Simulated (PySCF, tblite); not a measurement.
**C₅H₆O: dynamics, then NMR shifts and electronic excitations on frames, part 1 of 2**

Aim: move C₅H₆O (`C#C/C=C/OC`) away from its starting geometry and see how NMR shifts and electronic excitations follow the geometry.

The runs use tblite 0.8.0 and PySCF 2.14.0, with density-fitted response routines of our own; the level of theory stands in each step. All values are computed, except where a source is named. Atoms count from 0, in the outputs and in this text.

**1. Starting geometry**

12 atoms, charge 0, multiplicity 1; geometry from: GFN2-xTB.

Bonds of the start (Å): C0–C1 1.20, C1–C2 1.41, C2–C3 1.34, C3–O4 1.35, O4–C5 1.41, C0–H6 1.05, C2–H7 1.08, C3–H8 1.08, C5–H9 1.09, C5–H10 1.09, C5–H11 1.09.

**2. A short Langevin run with GFN2-xTB**

Job settings and geometry (Å):

```
{"job": {"kind": "md", "xc": "GFN2-xTB", "basis": "xTB", "temperature": 300, "steps": 2000, "every": 50, "frames": 5}, "charge": 0, "multiplicity": 1}
C      3.066762    -0.346281     1.209611
C      1.933789    -0.165201     0.854661
C      0.602691     0.087901     0.469713
C     -0.023464    -0.678275    -0.427203
O     -1.286511    -0.562531    -0.891682
C     -2.073223     0.490940    -0.387270
H      4.056937    -0.516277     1.509578
H      0.129141     0.934574     0.946211
H      0.471541    -1.521255    -0.890485
H     -3.040165     0.409079    -0.880314
H     -2.208608     0.402168     0.695490
H     -1.627692     1.464472    -0.616524
```

With the program's defaults for keys left out, this is: GFN2-xTB Langevin dynamics, gas phase.

Command:

```sh
OMP_NUM_THREADS=1 python probes_run.py task.json out
```

One launch serves the whole session: the jobs run in the order shown.

The program printed:

```text
t/fs     T/K      E/eV
    0.0   261.5   -482.33684
   25.0   207.4   -482.08070
   50.0   276.4   -481.95877
   75.0   274.4   -482.08485
  100.0   196.2   -482.05524
  125.0   276.0   -482.18322
  150.0   225.6   -482.02586
  175.0   325.9   -482.12184
  200.0   261.9   -481.90866
  225.0   273.4   -481.94365
  250.0   319.4   -481.89124
  275.0   342.7   -481.89386
  300.0   392.3   -481.89416
  325.0   397.5   -481.90634
  350.0   286.9   -481.87966
  375.0   220.1   -481.84538
  400.0   290.3   -481.98478
  425.0   300.1   -481.93011
  450.0   382.1   -482.07277
  475.0   260.4   -481.98640
  500.0   325.4   -481.98706
  525.0   278.9   -481.96660
  550.0   356.7   -482.01417
  575.0   285.9   -481.91994
  600.0   360.9   -481.93604
  625.0   342.7   -481.98354
  650.0   248.8   -482.01080
  675.0   233.2   -482.03097
  700.0   230.5   -482.05314
  725.0   230.1   -482.04187
  750.0   235.8   -482.07706
  775.0   235.8   -482.03449
  800.0   215.4   -481.88940
  825.0   311.6   -481.98379
  850.0   312.3   -481.85206
  875.0   368.4   -481.67384
  900.0   362.4   -481.79287
  925.0   339.2   -481.83231
  950.0   349.4   -481.86131
  975.0   400.5   -482.06217
 1000.0   262.5   -481.86729
```

It took 10 s on 1 thread, shared host.

Distance from the start (root mean square after alignment): 0 fs 0.00 Å, 200 fs 0.22 Å, 400 fs 0.14 Å, 600 fs 0.18 Å, 800 fs 0.17 Å, 1000 fs 0.22 Å.

Positions (Å) and forces (eV/Å) at 1000 fs:

```xyz
12

C     1.687   -0.331    2.920   -0.937    0.898   -1.158
C     0.886   -0.062    2.038    1.803   -0.007    1.837
C    -0.215   -0.046    1.196   -0.888   -0.503    0.469
C    -0.153   -0.342   -0.093    1.350   -0.792   -0.543
O    -1.062   -0.904   -0.883   -1.591    0.681   -0.737
C    -2.445   -0.765   -0.505    0.001   -0.355   -1.197
H     2.434   -0.238    3.656   -0.042   -0.264   -0.131
H    -1.152   -0.098    1.736   -0.199    0.156   -0.045
H     0.816   -0.369   -0.608   -0.246    0.058    0.214
H    -3.096   -0.941   -1.403    0.847    0.527    0.372
H    -2.723   -1.588    0.128   -0.010   -0.133    0.902
H    -2.631    0.225   -0.082   -0.088   -0.266    0.016
```

**3. NMR shieldings: 250 fs, PBE0/pcSseg-1**

Job settings and geometry (Å):

```
{"job": {"kind": "nmr", "xc": "PBE0", "basis": "pcSseg-1", "pop": false}, "charge": 0, "multiplicity": 1}
C      2.540200    -0.040800     1.695700
C      1.469100     0.077100     1.187200
C      0.194200     0.319000     0.781600
C     -0.665500    -0.564200     0.164400
O     -1.781200    -0.196600    -0.500200
C     -2.007300     1.119500    -0.831800
H      3.473400    -0.178200     2.053500
H     -0.154000     1.418900     0.760800
H     -0.548500    -1.612400     0.166900
H     -2.815500     1.147600    -1.530800
H     -2.335800     1.648100     0.066500
H     -1.155800     1.654500    -1.356900
```

Level: GIAO PBE0/pcSseg-1 NMR shielding, non-relativistic, gas phase.

The program printed:

```text
coarse grid: 10240 points
cycle   1  E = -268.7822674209  dE =  9.491e-01  |g| = 5.329e-01  |ddm| = 3.203e+00
cycle   2  E = -268.7500759354  dE =  3.219e-02  |g| = 6.727e-01  |ddm| = 1.197e+00
cycle   3  E = -268.8414055400  dE = -9.133e-02  |g| = 1.106e-01  |ddm| = 6.663e-01
cycle   4  E = -268.8437797127  dE = -2.374e-03  |g| = 5.001e-02  |ddm| = 1.460e-01
cycle   5  E = -268.8443091649  dE = -5.295e-04  |g| = 2.137e-02  |ddm| = 4.864e-02
cycle   6  E = -268.8444183149  dE = -1.091e-04  |g| = 2.665e-03  |ddm| = 1.719e-02
cycle   7  E = -268.8444197168  dE = -1.402e-06  |g| = 1.208e-03  |ddm| = 2.871e-03
final grid: 99480 points
cycle   8  E = -268.8924428477  dE = -2.725e-05  |g| = 8.941e-03  |ddm| = 4.327e-02
cycle   9  E = -268.8924290504  dE =  1.380e-05  |g| = 1.274e-02  |ddm| = 1.541e-02
cycle  10  E = -268.8924576496  dE = -2.860e-05  |g| = 1.714e-03  |ddm| = 9.712e-03
cycle  11  E = -268.8924582690  dE = -6.194e-07  |g| = 3.995e-04  |ddm| = 1.648e-03
cycle  12  E = -268.8924583039  dE = -3.490e-08  |g| = 1.604e-04  |ddm| = 4.458e-04
cycle  13  E = -268.8924583096  dE = -5.788e-09  |g| = 4.714e-05  |ddm| = 1.390e-04
cycle  14  E = -268.8924583102  dE = -5.188e-10  |g| = 1.854e-05  |ddm| = 5.774e-05
converged SCF energy = -268.8924583102

GIAO shielding tensors (ppm)
atom      isotropic    diamagn.    paramagn.     s11        s22        s33       span
  0 C       94.021     258.623    -164.602     34.494     58.945    188.625    154.131
  1 C      106.265     252.521    -146.255      3.446     13.392    301.959    298.513
  2 C       90.349     259.285    -168.937      0.163    104.076    166.807    166.644
  3 C       11.272     253.002    -241.730   -109.079     39.458    103.436    212.514
  4 O      203.946     394.160    -190.215     59.711    219.739    332.387    272.676
  5 C      132.696     244.554    -111.858    102.727    117.572    177.789     75.062
  6 H       29.880      35.199      -5.319     26.486     26.563     36.590     10.104
  7 H       25.447      30.187      -4.739     21.359     25.144     29.838      8.479
  8 H       24.532      31.607      -7.075     22.293     23.290     28.014      5.720
  9 H       27.931      27.818       0.113     24.068     26.586     33.140      9.072
 10 H       28.003      28.572      -0.569     24.747     25.468     33.793      9.046
 11 H       27.538      28.858      -1.320     24.483     25.863     32.268      7.785
```

Run time: 9.6 s. Hardware: 1 thread, shared host.

Shifts follow as δ = σ(reference) − σ, with reference shieldings (ppm) from runs at the same level and on the same kind of geometry: ¹H TMS 31.72, ¹³C TMS 186.9, ¹⁷O H2O 336.1. The references are single molecules in the gas phase, so shifts against H2O, NH3, PH3, H3PO4 or CFCl3 are not on the usual liquid scales and can be off by tens of ppm. Each atom is listed at this fixed geometry, with no averaging over motion; a spectrum would average atoms that exchange fast.

| atoms | environment | σ (ppm) | δ (ppm) |
| --- | --- | --- | --- |
| C3 | alkene carbon bearing oxygen | 11.3 | 175.7 |
| C2 | β carbon of an enol-ether or enamine type C=C | 90.3 | 96.6 |
| C0 | terminal alkyne carbon | 94.0 | 92.9 |
| C1 | alkyne carbon | 106.3 | 80.7 |
| C5 | methyl carbon bonded to O | 132.7 | 54.2 |
| H8 | hydrogen on an alkene carbon bearing oxygen | 24.53 | 7.18 |
| H7 | hydrogen on a β carbon of an enol-ether or enamine type C=C | 25.45 | 6.27 |
| H11 | hydrogen on a methyl carbon bonded to O | 27.54 | 4.18 |
| H9 | hydrogen on a methyl carbon bonded to O | 27.93 | 3.79 |
| H10 | hydrogen on a methyl carbon bonded to O | 28.00 | 3.71 |
| H6 | hydrogen on a terminal alkyne carbon | 29.88 | 1.84 |
| O4 | ether oxygen | 203.9 | 132.1 |

**4. Ultraviolet spectrum: 250 fs, PBE0/def2-SVPD**

Same as in step 3 but for these lines:

```diff
@@ -1,2 +1,2 @@
-{"job": {"kind": "nmr", "xc": "PBE0", "basis": "pcSseg-1", "pop": false}, "charge": 0, "multiplicity": 1}
+{"job": {"kind": "uv", "xc": "PBE0", "basis": "def2-SVPD", "nstates": 5, "ntriplets": 0}, "charge": 0, "multiplicity": 1}
 C      2.540200    -0.040800     1.695700
```

Level: TDDFT PBE0/def2-SVPD, vertical, gas phase, core orbitals frozen in the response.

The program printed:

```text
coarse grid: 10240 points
cycle   1  E = -268.6323916406  dE =  8.964e-01  |g| = 5.020e-01  |ddm| = 1.109e+01
cycle   2  E = -268.5985502296  dE =  3.384e-02  |g| = 6.465e-01  |ddm| = 2.803e+00
cycle   3  E = -268.6882634207  dE = -8.971e-02  |g| = 1.026e-01  |ddm| = 1.341e+00
cycle   4  E = -268.6903113110  dE = -2.048e-03  |g| = 4.933e-02  |ddm| = 2.336e-01
cycle   5  E = -268.6908455712  dE = -5.343e-04  |g| = 2.082e-02  |ddm| = 9.885e-02
cycle   6  E = -268.6909522736  dE = -1.067e-04  |g| = 2.684e-03  |ddm| = 4.546e-02
cycle   7  E = -268.6909538443  dE = -1.571e-06  |g| = 1.153e-03  |ddm| = 8.057e-03
final grid: 99480 points
cycle   8  E = -268.7379425312  dE = -2.960e-05  |g| = 8.185e-03  |ddm| = 1.515e-01
cycle   9  E = -268.7379305468  dE =  1.198e-05  |g| = 1.165e-02  |ddm| = 2.821e-02
cycle  10  E = -268.7379558777  dE = -2.533e-05  |g| = 1.607e-03  |ddm| = 1.316e-02
cycle  11  E = -268.7379564488  dE = -5.712e-07  |g| = 3.730e-04  |ddm| = 3.095e-03
cycle  12  E = -268.7379564803  dE = -3.142e-08  |g| = 1.511e-04  |ddm| = 8.354e-04
cycle  13  E = -268.7379564856  dE = -5.291e-09  |g| = 4.424e-05  |ddm| = 3.118e-04
cycle  14  E = -268.7379564860  dE = -4.349e-10  |g| = 2.011e-05  |ddm| = 1.076e-04
converged SCF energy = -268.7379564860

Static polarisability (au): isotropic 69.892, principal 45.065 53.789 110.822

Singlet excitations
state   eV       nm        f      main configurations
  1   5.1627    240.2   0.32179   H->L 0.82
  2   5.4130    229.0   0.04040   H-1->L 0.58, H->L+1 0.22, H->L+2 0.09
  3   5.5194    224.6   0.01667   H->L+1 0.44, H-1->L 0.39, H->L+2 0.12
  4   6.1467    201.7   0.01048   H->L+2 0.64, H->L+1 0.25
  5   6.4972    190.8   0.00300   H->L+3 0.91
```

Wall time 15 s (1 thread, shared host).

The orbitals next to the gap, with their largest atomic shares:

```
orbital     eV                      atoms
 HOMO−3  -9.88   O4 42 %, C5 17 %, C3 8 %
 HOMO−2  -9.15  C1 27 %, O4 20 %, C0 19 %
 HOMO−1  -7.83   C0 40 %, C1 38 %, C2 8 %
   HOMO  -6.29  C0 22 %, C2 21 %, C3 17 %
   LUMO  -0.69  C3 30 %, C2 19 %, C0 15 %
 LUMO+1   0.57  C5 20 %, C2 12 %, C1 12 %
 LUMO+2   1.09  C0 16 %, C5 16 %, C1 15 %
```

With each of the 5 states as a Gaussian band of 0.4 eV half-width at 1/e, the curve within the window shown has maxima at 238 nm (ε 15,000) L/(mol cm). Beyond the last state computed it falls off for lack of states. The curve at chosen wavelengths:

| nm | ε (L/mol/cm) |
| --- | --- |
| 182 | 99 |
| 186 | 191 |
| 189 | 278 |
| 193 | 399 |
| 196 | 482 |
| 200 | 586 |
| 203 | 692 |
| 207 | 986 |
| 210 | 1433 |
| 214 | 2503 |
| 218 | 4243 |
| 221 | 5975 |
| 225 | 8649 |
| 228 | 10676 |
| 232 | 12954 |
| 235 | 14063 |
| 239 | 14497 |
| 243 | 13731 |
| 246 | 12517 |
| 250 | 10377 |
| 253 | 8621 |
| 257 | 6374 |
| 260 | 4891 |
| 264 | 3280 |
| 267 | 2353 |
| 271 | 1453 |

Further results of this job:

```csv
property,computed
dipole moment (D),1.57
polarisability (Å³),10.36
HOMO–LUMO gap (eV),5.59
−ε(HOMO) (eV),6.29
```

**5. Nuclear shieldings: 425 fs, PBE0/pcSseg-1**

Job settings and geometry (Å):

```
{"job": {"kind": "nmr", "xc": "PBE0", "basis": "pcSseg-1", "pop": false}, "charge": 0, "multiplicity": 1}
C      2.037800     0.000300     2.507100
C      1.268700     0.139900     1.590800
C      0.125700     0.337000     0.865100
C     -0.637700    -0.648400     0.398200
O     -1.733100    -0.618900    -0.406500
C     -2.286700     0.582800    -0.882500
H      2.992400    -0.186700     2.958900
H     -0.049900     1.414800     0.802900
H     -0.436800    -1.666700     0.621800
H     -3.155400     0.302400    -1.436700
H     -2.670700     1.280200    -0.157300
H     -1.685500     1.199000    -1.523800
```

With the program's defaults for keys left out, this is: GIAO PBE0/pcSseg-1 NMR shielding, non-relativistic, gas phase.

The program printed:

```text
coarse grid: 10240 points
cycle   1  E = -268.7863990897  dE =  9.448e-01  |g| = 5.102e-01  |ddm| = 3.185e+00
cycle   2  E = -268.7658221890  dE =  2.058e-02  |g| = 6.174e-01  |ddm| = 1.202e+00
cycle   3  E = -268.8405845318  dE = -7.476e-02  |g| = 1.081e-01  |ddm| = 6.467e-01
cycle   4  E = -268.8426564596  dE = -2.072e-03  |g| = 4.480e-02  |ddm| = 1.214e-01
cycle   5  E = -268.8430458735  dE = -3.894e-04  |g| = 2.233e-02  |ddm| = 4.785e-02
cycle   6  E = -268.8431664188  dE = -1.205e-04  |g| = 2.825e-03  |ddm| = 1.677e-02
cycle   7  E = -268.8431677330  dE = -1.314e-06  |g| = 1.688e-03  |ddm| = 4.425e-03
final grid: 99480 points
cycle   8  E = -268.8910013026  dE = -1.474e-05  |g| = 1.245e-02  |ddm| = 2.943e-02
cycle   9  E = -268.8909495520  dE =  5.175e-05  |g| = 2.068e-02  |ddm| = 2.387e-02
cycle  10  E = -268.8910299597  dE = -8.041e-05  |g| = 2.030e-03  |ddm| = 1.640e-02
cycle  11  E = -268.8910309889  dE = -1.029e-06  |g| = 2.794e-04  |ddm| = 1.935e-03
cycle  12  E = -268.8910310049  dE = -1.602e-08  |g| = 1.197e-04  |ddm| = 3.575e-04
cycle  13  E = -268.8910310084  dE = -3.496e-09  |g| = 2.492e-05  |ddm| = 1.171e-04
cycle  14  E = -268.8910310085  dE = -1.060e-10  |g| = 1.271e-05  |ddm| = 2.585e-05
converged SCF energy = -268.8910310085

GIAO shielding tensors (ppm)
atom      isotropic    diamagn.    paramagn.     s11        s22        s33       span
  0 C       97.806     265.817    -168.011     29.556     54.209    209.652    180.096
  1 C       95.134     258.558    -163.424    -14.224      3.472    296.154    310.379
  2 C      102.195     257.710    -155.515     26.844    107.183    172.556    145.712
  3 C       19.717     250.333    -230.616    -87.840     46.897    100.094    187.934
  4 O      210.062     392.517    -182.456     76.026    233.603    320.557    244.531
  5 C      137.939     240.273    -102.334    103.202    118.045    192.570     89.367
  6 H       28.413      31.089      -2.676     24.354     25.010     35.875     11.521
  7 H       26.506      30.886      -4.380     21.953     27.411     30.153      8.200
  8 H       24.897      31.044      -6.146     21.973     24.006     28.713      6.740
  9 H       28.341      27.255       1.086     24.146     26.429     34.450     10.304
 10 H       28.864      28.472       0.392     25.730     26.217     34.644      8.914
 11 H       28.867      29.801      -0.934     25.871     26.043     34.686      8.814
```

It took 10 s on 1 thread, shared host.

This run: δ C3 167.2, C1 91.8, C0 89.1, C2 84.7, H8 6.82, H7 5.21 ppm.

**6. Ultraviolet spectrum: 425 fs, PBE0/def2-SVPD**

Same as in step 5 but for these lines:

```diff
@@ -1,2 +1,2 @@
-{"job": {"kind": "nmr", "xc": "PBE0", "basis": "pcSseg-1", "pop": false}, "charge": 0, "multiplicity": 1}
+{"job": {"kind": "uv", "xc": "PBE0", "basis": "def2-SVPD", "nstates": 5, "ntriplets": 0}, "charge": 0, "multiplicity": 1}
 C      2.037800     0.000300     2.507100
```

Level: TDDFT PBE0/def2-SVPD, vertical, gas phase, core orbitals frozen in the response.

The program printed:

```text
coarse grid: 10240 points
cycle   1  E = -268.6354385776  dE =  8.936e-01  |g| = 4.814e-01  |ddm| = 7.177e+00
cycle   2  E = -268.6136335070  dE =  2.181e-02  |g| = 5.910e-01  |ddm| = 2.830e+00
cycle   3  E = -268.6866939066  dE = -7.306e-02  |g| = 1.001e-01  |ddm| = 1.416e+00
cycle   4  E = -268.6885103163  dE = -1.816e-03  |g| = 4.312e-02  |ddm| = 2.312e-01
cycle   5  E = -268.6888823570  dE = -3.720e-04  |g| = 2.167e-02  |ddm| = 1.024e-01
cycle   6  E = -268.6889987361  dE = -1.164e-04  |g| = 2.830e-03  |ddm| = 3.609e-02
cycle   7  E = -268.6890003130  dE = -1.577e-06  |g| = 1.505e-03  |ddm| = 9.936e-03
final grid: 99480 points
cycle   8  E = -268.7359238242  dE = -1.698e-05  |g| = 1.134e-02  |ddm| = 1.458e-01
cycle   9  E = -268.7358776310  dE =  4.619e-05  |g| = 1.897e-02  |ddm| = 3.828e-02
cycle  10  E = -268.7359493057  dE = -7.167e-05  |g| = 1.930e-03  |ddm| = 2.210e-02
cycle  11  E = -268.7359502753  dE = -9.695e-07  |g| = 2.606e-04  |ddm| = 3.289e-03
cycle  12  E = -268.7359502909  dE = -1.568e-08  |g| = 1.052e-04  |ddm| = 7.842e-04
cycle  13  E = -268.7359502937  dE = -2.731e-09  |g| = 2.135e-05  |ddm| = 2.509e-04
cycle  14  E = -268.7359502938  dE = -9.777e-11  |g| = 7.193e-06  |ddm| = 5.124e-05
converged SCF energy = -268.7359502938

Static polarisability (au): isotropic 69.532, principal 44.391 53.625 110.581

Singlet excitations
state   eV       nm        f      main configurations
  1   5.2492    236.2   0.34599   H->L 0.85
  2   5.3047    233.7   0.02432   H-1->L 0.91
  3   5.8129    213.3   0.00299   H->L+1 0.60, H->L+2 0.27
  4   6.3140    196.4   0.02216   H->L+2 0.54, H->L+1 0.33
  5   6.6495    186.5   0.00604   H->L+3 0.73, H->L+4 0.16
```

Wall time 16 s (1 thread, shared host).

This run: HOMO -6.45 eV, LUMO -0.71 eV; lowest singlet 5.25 eV.

**7. NMR shieldings: 625 fs, PBE0/pcSseg-1**

Job settings and geometry (Å):

```
{"job": {"kind": "nmr", "xc": "PBE0", "basis": "pcSseg-1", "pop": false}, "charge": 0, "multiplicity": 1}
C      1.867400    -0.791400     2.477800
C      0.886600    -0.233000     2.059100
C     -0.195200     0.094300     1.209900
C     -0.395800    -0.597400     0.096300
O     -1.374600    -0.443300    -0.802800
C     -2.353000     0.611100    -0.640100
H      2.591600    -1.257300     3.022400
H     -0.846200     0.940900     1.576500
H      0.240500    -1.389500    -0.125600
H     -3.007700     0.489500    -1.440200
H     -2.880800     0.405400     0.346500
H     -1.886700     1.566400    -0.713200
```

Level: GIAO PBE0/pcSseg-1 NMR shielding, non-relativistic, gas phase.

The program printed:

```text
coarse grid: 10240 points
cycle   1  E = -268.7904219793  dE =  8.892e-01  |g| = 5.125e-01  |ddm| = 3.199e+00
cycle   2  E = -268.7703862589  dE =  2.004e-02  |g| = 6.299e-01  |ddm| = 1.148e+00
cycle   3  E = -268.8425745234  dE = -7.219e-02  |g| = 1.307e-01  |ddm| = 6.024e-01
cycle   4  E = -268.8456073646  dE = -3.033e-03  |g| = 4.659e-02  |ddm| = 1.414e-01
cycle   5  E = -268.8460480870  dE = -4.407e-04  |g| = 2.107e-02  |ddm| = 4.743e-02
cycle   6  E = -268.8461501739  dE = -1.021e-04  |g| = 4.985e-03  |ddm| = 1.782e-02
cycle   7  E = -268.8461552891  dE = -5.115e-06  |g| = 2.352e-03  |ddm| = 5.597e-03
final grid: 99480 points
cycle   8  E = -268.8946020494  dE = -1.849e-05  |g| = 1.238e-02  |ddm| = 3.814e-02
cycle   9  E = -268.8945456503  dE =  5.640e-05  |g| = 2.104e-02  |ddm| = 2.346e-02
cycle  10  E = -268.8946314062  dE = -8.576e-05  |g| = 1.796e-03  |ddm| = 1.612e-02
cycle  11  E = -268.8946322172  dE = -8.109e-07  |g| = 2.508e-04  |ddm| = 1.765e-03
cycle  12  E = -268.8946322278  dE = -1.061e-08  |g| = 1.432e-04  |ddm| = 3.255e-04
cycle  13  E = -268.8946322322  dE = -4.416e-09  |g| = 5.570e-05  |ddm| = 1.323e-04
cycle  14  E = -268.8946322329  dE = -7.000e-10  |g| = 1.972e-05  |ddm| = 5.254e-05
converged SCF energy = -268.8946322329

GIAO shielding tensors (ppm)
atom      isotropic    diamagn.    paramagn.     s11        s22        s33       span
  0 C       98.865     257.385    -158.520     21.492     58.123    216.981    195.488
  1 C       97.583     261.046    -163.462     -7.787      4.573    295.964    303.751
  2 C      101.214     264.320    -163.106     30.392    108.275    164.975    134.584
  3 C       17.176     252.867    -235.691    -97.084     50.093     98.518    195.602
  4 O      195.404     395.801    -200.397     63.557    208.051    314.605    251.048
  5 C      127.570     245.870    -118.300     96.373    107.276    179.062     82.689
  6 H       30.179      33.472      -3.293     25.912     26.169     38.455     12.544
  7 H       26.668      30.042      -3.374     22.561     28.031     29.412      6.851
  8 H       24.867      33.544      -8.677     22.326     23.178     29.098      6.772
  9 H       28.460      29.217      -0.757     24.866     27.144     33.371      8.505
 10 H       27.137      27.158      -0.021     24.103     25.293     32.016      7.913
 11 H       28.619      30.729      -2.110     25.720     26.471     33.665      7.944
```

It took 10 s on 1 thread, shared host.

This run: δ C3 169.7, C1 89.3, C0 88.1, C2 85.7, H8 6.85, H7 5.05 ppm.

**8. Excited states and response: 625 fs, PBE0/def2-SVPD**

Same as in step 7 but for these lines:

```diff
@@ -1,2 +1,2 @@
-{"job": {"kind": "nmr", "xc": "PBE0", "basis": "pcSseg-1", "pop": false}, "charge": 0, "multiplicity": 1}
+{"job": {"kind": "uv", "xc": "PBE0", "basis": "def2-SVPD", "nstates": 5, "ntriplets": 0}, "charge": 0, "multiplicity": 1}
 C      1.867400    -0.791400     2.477800
```

Method: TDDFT PBE0/def2-SVPD, vertical, gas phase, core orbitals frozen in the response.

The program printed:

```text
coarse grid: 10240 points
cycle   1  E = -268.6399166738  dE =  8.369e-01  |g| = 4.820e-01  |ddm| = 9.175e+00
cycle   2  E = -268.6187049843  dE =  2.121e-02  |g| = 6.019e-01  |ddm| = 2.388e+00
cycle   3  E = -268.6890838674  dE = -7.038e-02  |g| = 1.223e-01  |ddm| = 1.082e+00
cycle   4  E = -268.6917950543  dE = -2.711e-03  |g| = 4.575e-02  |ddm| = 2.386e-01
cycle   5  E = -268.6922417598  dE = -4.467e-04  |g| = 2.005e-02  |ddm| = 9.102e-02
cycle   6  E = -268.6923362532  dE = -9.449e-05  |g| = 4.918e-03  |ddm| = 4.613e-02
cycle   7  E = -268.6923414601  dE = -5.207e-06  |g| = 2.271e-03  |ddm| = 1.108e-02
final grid: 99480 points
cycle   8  E = -268.7398479260  dE = -2.108e-05  |g| = 1.129e-02  |ddm| = 1.416e-01
cycle   9  E = -268.7397966440  dE =  5.128e-05  |g| = 1.938e-02  |ddm| = 3.735e-02
cycle  10  E = -268.7398741258  dE = -7.748e-05  |g| = 1.722e-03  |ddm| = 2.198e-02
cycle  11  E = -268.7398749066  dE = -7.808e-07  |g| = 2.746e-04  |ddm| = 3.484e-03
cycle  12  E = -268.7398749187  dE = -1.215e-08  |g| = 1.757e-04  |ddm| = 8.105e-04
cycle  13  E = -268.7398749256  dE = -6.847e-09  |g| = 6.053e-05  |ddm| = 3.305e-04
cycle  14  E = -268.7398749265  dE = -8.963e-10  |g| = 1.820e-05  |ddm| = 1.268e-04
converged SCF energy = -268.7398749265

Static polarisability (au): isotropic 66.898, principal 44.037 55.102 101.554

Singlet excitations
state   eV       nm        f      main configurations
  1   5.3215    233.0   0.03183   H->L+1 0.54, H->L+2 0.25, H->L 0.11
  2   5.5051    225.2   0.30481   H->L 0.77, H->L+1 0.09
  3   5.8857    210.7   0.00379   H-1->L 0.95
  4   6.0604    204.6   0.00725   H->L+2 0.64, H->L+1 0.31
  5   6.5229    190.1   0.00173   H->L+3 0.91
```

Run time: 17 s. Hardware: 1 thread, shared host.

This run: HOMO -6.36 eV, LUMO -0.29 eV; lowest singlet 5.32 eV.

(Continued in part 2 of 2.)
